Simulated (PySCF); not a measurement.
## CO and its ions

r²SCAN0; C def2-TZVPPD, O def2-TZVPPD; no relativity (PySCF 2.14). Neutral (UKS): singlet (closed shell), Re = 1.118 Å, ωe = 2275 cm⁻¹, De = 10.60 eV, HOMO -11.01 eV, LUMO -0.41 eV.

CO⁺ (UKS): doublet (π ↑), Re = 1.234 Å, ωe = 1637 cm⁻¹, De = 5.79 eV to C⁺ + O. The energies at the minima are -113.28046 hartree for CO and -112.67708 for CO⁺.

**Question.** Work out the adiabatic ionisation energy, without and with harmonic zero-point energies (1 hartree = 27.2114 eV, 1 eV = 8065.5 cm⁻¹), and the change of the bond length.

**Answer.** At r²SCAN0: 0.60338 hartree = 16.419 eV between the minima; the zero-point term (1637.0 − 2275.0)/2 cm⁻¹ = -0.040 eV makes it 16.379 eV. Re changes by +11.6 pm against the neutral. Minus the HOMO energy is 11.01 eV, -5.41 eV from the value between the minima; self-interaction puts the Kohn–Sham level too high, less so with exact exchange. The electron leaves a π orbital, and the longer bond of the ion fits a bonding orbital, or a change in how ionic the bond is.

For an ion De counts to the pair picked by the measured ionisation energies or electron affinities, which need not be the lowest pair at this level. States were picked by a PBE0 search and need not be the measured ground states.
